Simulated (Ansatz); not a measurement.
# H2SO4: a ladder of functionals and wavefunction methods

Aim: compute H2SO4 with functionals from several rungs and with coupled cluster. The yardstick is the atomisation energy at the CCSD(T) limit.

Computed with Ansatz 0.2.0, Gaussian basis. Level: functionals in def2-TZVPP, the program's frozen cores in correlated methods.

Plan: LDA (SPW92), PBE-D4, revPBE-D4, BLYP-D4, r2SCAN-D4, B97M-V, PBE0-D4, B3LYP-D4, r2SCANh-D4, r2SCAN0-D4, HSE06-D4, BHLYP-D4, CAM-B3LYP-D4, LC-ωPBE, ωB97X-V, ωB97M-V, B2PLYP, PBE-QIDH; CCSD(T)/def2-SVP; CCSD(T)/def2-TZVPP; CCSD(T)/def2-QZVPP; extrapolation to the limit; RPA on PBE.

2 further runs of the same task are left out: 2 that didn't finish.

**1. The relaxed structure**

The geometry comes from an earlier relaxation with PBE0-D4 in a triple-zeta def2 set; it is a stationary point, not always the lowest conformer.

SMILES `O=S(=O)(O)O`, 7 atoms, charge 0, spin multiplicity 1.

Atoms are counted from 1 here; the program's logs count them from 0.

Bond lengths: O1–S2 1.409 Å, S2–O3 1.426 Å, S2–O4 1.579 Å, S2–O5 1.580 Å, O4–H6 0.966 Å, O5–H7 0.966 Å. Angles: O1–S2–O3 123.8°, O1–S2–O4 106.4°, O1–S2–O5 106.5°, O3–S2–O4 108.0°, O3–S2–O5 107.9°, O4–S2–O5 102.2°, S2–O4–H6 108.9°, S2–O5–H7 108.8°.

As a file:

```
atom     x (Å)     y (Å)     z (Å)
  O1   0.37923  -1.58207   0.85228
  S2  -0.02542  -0.46966   0.08816
  O3  -0.94053  -0.54630  -1.00242
  O4  -0.57619   0.59857   1.11267
  O5   1.29551   0.22110  -0.43514
  H6  -1.24407   1.13965   0.67122
  H7   1.11145   0.63872  -1.28678
```

**2. LDA**

This LDA is Slater exchange with PW92 correlation.

in.yaml reads:

```yaml
crystal:
  periodic: [false, false, false]
  atoms:
    - {symbol: O, position_ang: [0.379230, -1.582072, 0.852285]}
    - {symbol: S, position_ang: [-0.025418, -0.469665, 0.088158]}
    - {symbol: O, position_ang: [-0.940526, -0.546299, -1.002416]}
    - {symbol: O, position_ang: [-0.576193, 0.598568, 1.112667]}
    - {symbol: O, position_ang: [1.295515, 0.221103, -0.435137]}
    - {symbol: H, position_ang: [-1.244067, 1.139651, 0.671224]}
    - {symbol: H, position_ang: [1.111449, 0.638715, -1.286782]}
basis:
  gaussian: {orbitals: def2-TZVPP}
hamiltonian: {xc: lda}
output: {orbitals: {seedname: orbitals}}
```

The run is started by

```sh
ansatz run in.yaml --threads 2 --pin off --events-out ev --progress --plain --max-ram 32768MiB --backend cpu
```

Further steps of the session: PBE-D4 (GGA); revPBE-D4 (GGA); BLYP-D4 (GGA); r2SCAN-D4 (meta-GGA); B97M-V (meta-GGA); B3LYP-D4 (hybrid); r2SCANh-D4 (hybrid); r2SCAN0-D4 (hybrid); HSE06-D4 (hybrid); BHLYP-D4 (hybrid); CAM-B3LYP-D4 (range-separated); LC-ωPBE (range-separated); ωB97X-V (range-separated); ωB97M-V (range-separated); B2PLYP (double hybrid); PBE-QIDH (double hybrid); CCSD(T) in def2-SVP; CCSD(T) in def2-TZVPP; CCSD(T) in def2-QZVPP; RPA on PBE orbitals.

Q: Predict the results of all the runs planned. Wanted: atomisation energy, CCSD(T)/CBS; farthest beyond LDA; mean size of error, GGA; mean size of error, meta-GGA; mean size of error, hybrid; mean size of error, range-separated; mean size of error, double hybrid; gap, smallest and largest; T1 diagnostic.

**Answer**, as computed:

```
                               quantity                                         value
        atomisation energy, CCSD(T)/CBS                                 2508.0 kJ/mol
 functionals within 12.5 kJ/mol (0.5 %)  revPBE-D4, BLYP-D4, B97M-V, ωB97X-V, ωB97M-V
                    farthest beyond LDA                      BHLYP-D4 (-253.9 kJ/mol)
                mean size of error, GGA                                   40.1 kJ/mol
           mean size of error, meta-GGA                                   15.2 kJ/mol
             mean size of error, hybrid                                   85.0 kJ/mol
    mean size of error, range-separated                                   15.0 kJ/mol
      mean size of error, double hybrid                                   65.2 kJ/mol
              gap, smallest and largest         6.78 eV (BLYP-D4), 14.60 eV (LC-ωPBE)
                          T1 diagnostic                                        0.0147
triples share of the correlation energy                                         4.0 %
```

What this shows: LDA overbinds by 638.2 kJ/mol (25 %). PBE-D4 is off by +118.3 kJ/mol. Double hybrids carry the basis error of their MP2 part in triple zeta, and no dispersion term here, so their miss is partly the set-up's. Taken by rung, range-separated functionals do best (15.0 kJ/mol on average) and hybrid ones worst beyond LDA (85.0 kJ/mol). The gap between the best rungs is small, so their order is not settled. The mean of the hybrids holds BHLYP, with half exact exchange. The reference freezes the cores and leaves out relativity and excitations past (T), so misses under about 12.5 kJ/mol can't be ranked. Hartree-Fock recovers 54 % of the binding; the rest is correlation. CCSD(T) in def2-SVP is off by -470.8 kJ/mol, so the small basis spoils what the method gains. Orbital gaps span 6.8 to 14.6 eV; exact exchange widens them.
